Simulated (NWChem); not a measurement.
System: Na2; SMILES [Na][Na]

NWChem printed, in part:

```
             Northwest Computational Chemistry Package (NWChem) 7.3.0
             --------------------------------------------------------

 ORDER OF PRIMARY AXIS IS BEING SET TO 4
 D4H symmetry detected

                             Geometry "geometry" -> ""
                             -------------------------

 Output coordinates in angstroms (scale by  1.889725989 to convert to a.u.)

  No.       Tag          Charge          X              Y              Z
 ---- ---------------- ---------- -------------- -------------- --------------
    1 Na                  11.0000     0.00000000     0.00000000    -1.56247600
    2 Na                  11.0000     0.00000000     0.00000000     1.56247600

 Effective nuclear repulsion energy (a.u.)      20.4900578086

      Symmetry information
      --------------------

 Group name             D4h
 Group number             28
 Group order              16
 No. of unique centers     1

                                Z-matrix (autoz)
                                --------

 Units are Angstrom for bonds and degrees for angles

      Type          Name      I     J     K     L     M      Value
      ----------- --------  ----- ----- ----- ----- ----- ----------
    1 Stretch                  1     2                       3.12495

  xc_inp: hfexch multiplicative factor not found.

                           NWChem Geometry Optimization
                           ----------------------------

 maximum gradient threshold         (gmax) =   0.000450
 rms gradient threshold             (grms) =   0.000300
 maximum cartesian step threshold   (xmax) =   0.001800
 rms cartesian step threshold       (xrms) =   0.001200
 fixed trust radius                (trust) =   0.300000
 source of zmatrix                         =   autoz

          -------------------
          Energy Minimization
          -------------------

 Using diagonal initial Hessian
 Scaling for Hessian diagonals: bonds = 1.00  angles = 0.25  torsions = 0.10

          --------
          Step   0

                                 NWChem DFT Module
                                 -----------------

 Summary of "ao basis" -> "ao basis" (spherical)
 ------------------------------------------------------------------------------
       Tag                 Description            Shells   Functions and Types
 ---------------- ------------------------------  ------  ---------------------
 Na                          6-31g*                  8       18   4s3p1d

      Symmetry analysis of basis
      --------------------------

        a1g         8
        a1u         0
        a2g         0
        a2u         8
        b1g         1
        b1u         1
        b2g         1
        b2u         1
        eg          8
        eu          8

            General Information
            -------------------
          SCF calculation type: DFT
          Wavefunction type:  closed shell.
          No. of atoms     :     2
          No. of electrons :    22
           Alpha electrons :    11
            Beta electrons :    11
          Charge           :     0
          Spin multiplicity:     1
          Use of symmetry is: on ; symmetry adaption is: on
          Maximum number of iterations: 150
          AO basis - number of functions:    36
                     number of shells:    16
          Convergence on energy requested:  1.00D-06
          Convergence on density requested:  1.00D-05
          Convergence on gradient requested:  5.00D-04

              XC Information
              --------------
                     Hartree-Fock (Exact) Exchange  1.000

      Superposition of Atomic Density Guess
      -------------------------------------

 Sum of atomic energies:        -323.68278406

      Non-variational initial energy
      ------------------------------

 Total energy =    -323.633330
 1-e energy   =    -496.394572
 2-e energy   =     152.271184
 HOMO         =      -0.142604
 LUMO         =      -0.021338

      Symmetry analysis of molecular orbitals - initial
      -------------------------------------------------

 !! scf_movecs_sym_adapt:    4 vectors were symmetry contaminated

  Symmetry fudging

 !! scf_movecs_sym_adapt:    4 vectors were symmetry contaminated

  Numbering of irreducible representations:

     1 a1g         2 a1u         3 a2g         4 a2u         5 b1g
     6 b1u         7 b2g         8 b2u         9 eg         10 eu

  Orbital symmetries:

     1 a2u         2 a1g         3 a1g         4 a2u         5 a1g
     6 eu          7 eu          8 a2u         9 eg         10 eg
    11 a1g        12 a2u        13 eu         14 eu         15 a1g
    16 eg         17 eg         18 a2u        19 a1g        20 eu
    21 eu

   convergence    iter        energy       DeltaE   RMS-Dens  Diis-err
 ---------------- ----- ----------------- --------- --------- ---------
 d= 0,ls=0.0,diis     1   -323.6809474733 -3.44D+02  1.45D-03  1.07D-03

 !! scf_movecs_sym_adapt:    4 vectors were symmetry contaminated

  Symmetry fudging

 !! scf_movecs_sym_adapt:    2 vectors were symmetry contaminated

 d= 0,ls=0.0,diis     2   -323.6815055776 -5.58D-04  7.71D-04  1.12D-04

 !! scf_movecs_sym_adapt:    2 vectors were symmetry contaminated

  Symmetry fudging
 d= 0,ls=0.0,diis     3   -323.6815958210 -9.02D-05  1.69D-04  1.54D-06

 !! scf_movecs_sym_adapt:    4 vectors were symmetry contaminated

  Symmetry fudging

 !! scf_movecs_sym_adapt:    2 vectors were symmetry contaminated

 d= 0,ls=0.0,diis     4   -323.6815983133 -2.49D-06  5.46D-05  8.06D-08
 d= 0,ls=0.0,diis     5   -323.6815984460 -1.33D-07  1.75D-06  1.63D-10

         Total DFT energy =     -323.681598446031
      One electron energy =     -496.845017841697
           Coulomb energy =      180.669189610686
    Exchange-Corr. energy =      -27.995828023577
 Nuclear repulsion energy =       20.490057808556

 Numeric. integr. density =        0.000000000000

                  Occupations of the irreducible representations
                  ----------------------------------------------

                     irrep           alpha         beta
                     --------     --------     --------
                     a1g               4.0          4.0
                     a1u               0.0          0.0
                     a2g               0.0          0.0
                     a2u               3.0          3.0
                     b1g               0.0          0.0
                     b1u               0.0          0.0
                     b2g               0.0          0.0
                     b2u               0.0          0.0
                     eg                2.0          2.0
                     eu                2.0          2.0

                       DFT Final Molecular Orbital Analysis
                       ------------------------------------

 Vector    9  Occ=2.000000D+00  E=-1.509100D+00  Symmetry=eg
              MO Center=  4.2D-18, -1.3D-17,  4.5D-10, r^2= 2.7D+00
   Bfn.  Coefficient  Atom+Function         Bfn.  Coefficient  Atom+Function
  ----- ------------  ---------------      ----- ------------  ---------------
     4      0.670881  1 Na py                22     -0.670881  2 Na py
     3     -0.219519  1 Na px                21      0.219519  2 Na px

 Vector   10  Occ=2.000000D+00  E=-1.508747D+00  Symmetry=a2u
              MO Center=  1.1D-19, -3.4D-19,  4.0D-13, r^2= 2.7D+00
   Bfn.  Coefficient  Atom+Function         Bfn.  Coefficient  Atom+Function
  ----- ------------  ---------------      ----- ------------  ---------------
     5      0.706575  1 Na pz                23      0.706575  2 Na pz

 Vector   11  Occ=2.000000D+00  E=-1.646188D-01  Symmetry=a1g
              MO Center=  1.7D-17,  4.2D-17,  2.3D-16, r^2= 6.7D+00
   Bfn.  Coefficient  Atom+Function         Bfn.  Coefficient  Atom+Function
  ----- ------------  ---------------      ----- ------------  ---------------
    10      0.314919  1 Na s                 28      0.314919  2 Na s
     6      0.260611  1 Na s                 24      0.260611  2 Na s
     2     -0.153065  1 Na s                 20     -0.153065  2 Na s
     9      0.053626  1 Na pz                27     -0.053626  2 Na pz
     5     -0.034099  1 Na pz                23      0.034099  2 Na pz

 Vector   12  Occ=0.000000D+00  E= 6.516225D-03  Symmetry=a2u
              MO Center= -1.7D-18,  5.3D-18,  4.9D-15, r^2= 1.8D+01
   Bfn.  Coefficient  Atom+Function         Bfn.  Coefficient  Atom+Function
  ----- ------------  ---------------      ----- ------------  ---------------
    13      0.686063  1 Na pz                31      0.686063  2 Na pz
    10      0.127816  1 Na s                 28     -0.127816  2 Na s
     6     -0.118305  1 Na s                 24      0.118305  2 Na s
     2      0.103845  1 Na s                 20     -0.103845  2 Na s
     5     -0.034735  1 Na pz                23     -0.034735  2 Na pz

 Vector   13  Occ=0.000000D+00  E= 3.443859D-02  Symmetry=eu
              MO Center=  2.4D-15, -5.6D-16,  6.6D-16, r^2= 1.5D+01
   Bfn.  Coefficient  Atom+Function         Bfn.  Coefficient  Atom+Function
  ----- ------------  ---------------      ----- ------------  ---------------
    11      0.533295  1 Na px                29      0.533295  2 Na px
    12     -0.121228  1 Na py                30     -0.121228  2 Na py
     3     -0.050299  1 Na px                21     -0.050299  2 Na px

 Vector   14  Occ=0.000000D+00  E= 3.443859D-02  Symmetry=eu
              MO Center= -5.4D-17,  8.3D-16,  6.0D-15, r^2= 1.5D+01
   Bfn.  Coefficient  Atom+Function         Bfn.  Coefficient  Atom+Function
  ----- ------------  ---------------      ----- ------------  ---------------
    12      0.533295  1 Na py                30      0.533295  2 Na py
    11      0.121228  1 Na px                29      0.121228  2 Na px
     4     -0.050299  1 Na py                22     -0.050299  2 Na py

     Multipole analysis of the density
     ---------------------------------

     L   x y z        total         alpha         beta         nuclear
     -   - - -        -----         -----         ----         -------
     0   0 0 0     -0.000000    -11.000000    -11.000000     22.000000

[...]

      ----------------------
      Optimization converged
      ----------------------

  Step       Energy      Delta E   Gmax     Grms     Xrms     Xmax
  ---- ---------------- -------- -------- -------- -------- --------
@    4    -323.68168102 -1.8D-09  0.00000  0.00000  0.00008  0.00014
                                     ok       ok       ok       ok

                                Z-matrix (autoz)
                                --------

 Units are Angstrom for bonds and degrees for angles

      Type          Name      I     J     K     L     M      Value     Gradient
      ----------- --------  ----- ----- ----- ----- ----- ---------- ----------
    1 Stretch                  1     2                       3.18914   -0.00000

                         Geometry "geometry" -> "geometry"
                         ---------------------------------

 Output coordinates in angstroms (scale by  1.889725989 to convert to a.u.)

  No.       Tag          Charge          X              Y              Z
 ---- ---------------- ---------- -------------- -------------- --------------
    1 Na                  11.0000     0.00000000     0.00000000    -1.59457055
    2 Na                  11.0000     0.00000000     0.00000000     1.59457055

 Effective nuclear repulsion energy (a.u.)      20.0776463205

      Symmetry information
      --------------------

 Group name             D4h
 Group number             28
 Group order              16
 No. of unique centers     1

                Final and change from initial internal coordinates
                --------------------------------------------------

                                Z-matrix (autoz)
                                --------

 Units are Angstrom for bonds and degrees for angles

      Type          Name      I     J     K     L     M      Value       Change
      ----------- --------  ----- ----- ----- ----- ----- ---------- ----------
    1 Stretch                  1     2                       3.18914    0.06419

 ==============================================================================
                                internuclear distances
 ------------------------------------------------------------------------------
       center one      |      center two      | atomic units |  angstroms
 ------------------------------------------------------------------------------
    2 Na               |   1 Na               |     6.02660  |     3.18914
 ------------------------------------------------------------------------------
                         number of included internuclear distances:          1
 ==============================================================================

[second-derivative integrals and response iterations left out]

  Vibrational analysis via the FX method

  See chapter 2 in "Molecular Vibrations" by Wilson, Decius and Cross

  Vib: Default input used

 ---------------------------- Atom information ----------------------------
     atom    #        X              Y              Z            mass
 --------------------------------------------------------------------------
    Na       1  0.0000000D+00  0.0000000D+00 -3.0133014D+00  2.2989800D+01
    Na       2  0.0000000D+00  0.0000000D+00  3.0133014D+00  2.2989800D+01
 --------------------------------------------------------------------------

[unprojected Hessian and modes left out]

        Vibrational analysis via the FX method
  --- with translations and rotations projected out ---
  --- via the Eckart algorithm                      ---
 Dependent rotation vector no.                    3
  found in ECKART; assuming linear geometry
 Projected Nuclear Hessian trans-rot subspace norm:7.5232D-37
                         (should be close to zero!)

[projected Hessian left out]

 Rotational Constants
 --------------------
 A=   0.000000 cm-1  (  0.000000 K)
 B=   0.144194 cm-1  (  0.207458 K)
 C=   0.144194 cm-1  (  0.207458 K)

 Temperature                      =   298.15K
 frequency scaling parameter      =   1.0000

 Linear Molecule

 Zero-Point correction to Energy  =    0.225 kcal/mol  (  0.000359 au)
 Thermal correction to Energy     =    2.101 kcal/mol  (  0.003348 au)
 Thermal correction to Enthalpy   =    2.693 kcal/mol  (  0.004292 au)

 Total Entropy                    =   55.014 cal/mol-K
   - Translational                =   37.385 cal/mol-K (mol. weight =  45.9796)
   - Rotational                   =   15.051 cal/mol-K (symmetry #  =        2)
   - Vibrational                  =    2.578 cal/mol-K

 Cv (constant volume heat capacity) =    6.859 cal/mol-K
   - Translational                  =    2.979 cal/mol-K
   - Rotational                     =    1.986 cal/mol-K
   - Vibrational                    =    1.893 cal/mol-K

[normal modes left out]

 ----------------------------------------------------------------------------
 Normal Eigenvalue ||           Projected Infra Red Intensities
  Mode   [cm**-1]  || [atomic units] [(debye/angs)**2] [(KM/mol)] [arbitrary]
 ------ ---------- || -------------- ----------------- ---------- -----------
    1        0.000 ||    0.000000           0.000         0.000       3.483
    2        0.000 ||    0.000000           0.000         0.000       3.250
    3        0.000 ||    0.000000           0.000         0.000       3.763
    4        0.000 ||    0.000000           0.000         0.000       3.858
    5        0.000 ||    0.000000           0.000         0.000      16.877
    6      157.527 ||    0.000000           0.000         0.000      28.769
 ----------------------------------------------------------------------------
```

Level: Hartree-Fock/6-31G* (spherical d). 

Task: Write an input that gives this output.

Result: This is not unique; one that fits is the input that was run:
```
start job
memory heap 200 mb stack 900 mb global 1100 mb
geometry units angstroms
  Na     0.000000     0.000000    -1.562476
  Na     0.000000     0.000000     1.562476
end
basis spherical
  * library 6-31g*
end
dft
  xc hfexch
  iterations 150
end
driver
  maxiter 120
end
task dft optimize
task dft freq
```
